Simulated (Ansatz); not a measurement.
# SiNHCl (sextet): wave-function methods side by side, cc-pVDZ

The task here is to estimate one member of a computed series from the others.

The runs use Ansatz 0.2.0, Gaussian basis; cc-pVDZ, core rule «outside noble gas», up to 11 orbitals frozen.

The runs, in order: UHF; CCSD(T) on ROHF; CCSD(T) on UHF; BCCD(T) on ROHF; CISD; CCSDT(Q) on ROHF; CCSDT(Q) on UHF; CASSCF and MRCISD+Q, 17 electrons in 13 orbitals; CASSCF and NEVPT2, 17 electrons in 13 orbitals.

3 further runs of the same task are left out: 3 set aside as unsound or not needed.

## The system

The geometry is a PBE0/def2-TZVP stationary point (not a proven minimum) of the parent state, kept for this charge and spin.

4 atoms, charge 0, spin multiplicity 6.

Atoms are counted from 1 here; the program's logs count them from 0.

Bond lengths: Cl1–Si2 2.052 Å, Si2–N3 1.827 Å, Si2–H4 1.498 Å. Angles: Cl1–Si2–N3 104.9°, Cl1–Si2–H4 107.1°, N3–Si2–H4 106.6°.

Coordinates:

```xyz
4
ClHNSi
Cl   -0.0355   -0.1775    1.2406
Si    0.1213    0.5932   -0.6551
N    -0.0762   -0.8459   -1.7636
H    -1.0720    1.4709   -0.8748
```

The first run:

in.yaml reads:

```yaml
crystal:
  periodic: [false, false, false]
  atoms:
    - {symbol: Cl, position_ang: [-0.035512, -0.177529, 1.240568]}
    - {symbol: Si, position_ang: [0.121303, 0.593199, -0.655087]}
    - {symbol: N, position_ang: [-0.076204, -0.845946, -1.763564]}
    - {symbol: H, position_ang: [-1.071984, 1.470895, -0.874762]}
basis:
  gaussian: {orbitals: cc-pVDZ}
magnetization: {spin_polarized: true, initial_magnetization: 5}
hamiltonian: {xc: hf}
output: {orbitals: {seedname: orbitals}}
```

On the command line:

```bash
ansatz run in.yaml --threads 1 --pin off --events-out ev --progress --plain --max-ram 4096MiB --backend cpu
```

Among the steps run: UHF; CCSD(T) on ROHF; CCSD(T) on UHF; BCCD(T) on ROHF; CISD; CCSDT(Q) on ROHF; CCSDT(Q) on UHF; CASSCF and MRCISD+Q, 17 electrons in 13 orbitals; CASSCF and NEVPT2, 17 electrons in 13 orbitals.

One table of the session follows, with a row left open; its other results are not shown here.

| method | from UCCSDT(Q) (kJ/mol) |
| --- | --- |
| ROHF | ? |
| UHF | +884.7 |
| RMP2 | +149.0 |
| UMP2 | +145.9 |
| CISD | +116.4 |
| RCCSD | +30.6 |
| UCCSD | +30.3 |
| RCCSD(T) | +7.4 |
| UCCSD(T) | +7.3 |
| BCCD(T) | +7.3 |
| RCCSDT | +2.4 |
| UCCSDT | +2.3 |
| RCCSDT(Q) | +0.7 |
| UCCSDT(Q) | 0 |
| CASSCF valence | +801.4 |
| NEVPT2 valence | +179.6 |
| MRCISD valence | +93.0 |
| MRCISD+Q valence | +18.0 |

Estimate the missing values for ROHF.

As computed: from UCCSDT(Q) (kJ/mol): +899.2. In the column «from UCCSDT(Q) (kJ/mol)» it is the highest.

Limits of these values: Restricted and unrestricted rows rest on different reference determinants; where their highest levels disagree by more than a few hundredths of an eV, they describe different states and don't form one ladder.
